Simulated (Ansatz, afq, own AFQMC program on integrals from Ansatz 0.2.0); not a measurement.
# Atomization energy of NHS, singlet

```xyz
3

N     0.0000   -0.1276    1.0438
S     0.0000    0.0305   -0.5027
H     0.0000    0.8009    1.4861
```

Connectivity, by distances: NH–S.

Atoms in their ground-state spins without spin–orbit coupling (mostly on UHF) minus the molecule (RHF), without zero-point energy. The geometry is a stationary point, not shown to be a minimum.

Basis cc-pVDZ. Noble-gas cores (and the filled d shells of Ga–Kr and In–Xe) are frozen. Integrals, coupled cluster, full CI and functionals: Ansatz 0.2.0; the random walks run on the same integrals in our own AFQMC program. The CISD trial takes its coefficients from CCSD amplitudes. Released means that phaseless walkers are propagated on without the constraint, phases kept. Free projection: walkers drawn from exp(T), propagated without any constraint. Its projection time is finite, and what remains of the start isn't in its error. Uncertainties: one standard error, sampling alone. The errors of all members are added in quadrature.

No full CI on the walks' own integrals is used here; CCSDT(Q) serves as the reference and is uncertain by about the last step of the cluster series. Each member takes its own surest rung, up to full CI.

The best estimate is CCSD(T) at the basis-set limit (CBS: def2-TZVPP and def2-QZVPP, with their diffuse functions for anions and beside diffuse sets, CCSD(T) itself extrapolated) plus the step from CCSD(T) to CCSDT(Q) in cc-pVDZ. Rows without CBS are in cc-pVDZ; B2PLYP and the wave-function rows carry a basis error of their own. Core correlation and relativity beyond core potentials are missing, and ± holds the sampling alone.

Cautions: NHS (singlet): higher spins were not checked, restricted determinant unstable towards unrestricted (UHF 337 meV lower, ⟨S²⟩ 0.76).

| level | atomization energy (kJ/mol) |
| --- | --- |
| HF | 252.2 |
| MP2 | 630.5 |
| CCSD | 590.2 |

From these cheaper values, estimate the atomization energy at the level of the best estimate.

760.3 kJ/mol (best estimate, highest rung CCSDT(Q)).

```tsv
level	atomization energy (kJ/mol)	error against the best estimate (kJ/mol)
CCSD(T)	618.2	-142.1
CCSDT	618.4	-142.0
CCSDT(Q)	622.1	-138.2
ph-AFQMC/CISD	621.9 ± 1.8	-138.4 ± 1.8
released AFQMC	625.6 ± 3.1	-134.8 ± 3.1
free AFQMC	623.7 ± 2.4	-136.6 ± 2.4
HF/CBS	303.7	-456.7
MP2/CBS	778.0	17.6
CCSD(T)/CBS	756.6	-3.8
```

Correlation beyond CCSD(T) adds 3.8 kJ/mol. Going to the basis-set limit adds 138.3 kJ/mol at CCSD(T). The perturbative (T) step is worth +28.1 kJ/mol.

Best estimates are given only where the step beyond CCSD(T) is under 0.3 eV and no member's determinant is very poor (T1 over 0.05, or 0.07 for open shells, ⟨S²⟩ too high by 0.3, two states mixed), so the hardest cases are missing from such tables.

CCSDT and higher add their correlation energy to the determinant of the CCSD(T) run, since their own runs factorise the integrals more tightly (a shift of under 2 meV). Free projections are given only where their last times agree within the noise and don't stop above the reference; a slow remainder of the start can still hide under it. Each member of a difference takes its own highest rung, so a best estimate needn't equal the limit plus the step of one row. A walk keeps the symmetry of its determinant, which the program's search chose and which needn't be the lowest solution, so a lower state of the same spin and another symmetry isn't excluded. Released energies are given only where the last usable release times agree within the noise; a slower fall can still hide under it.
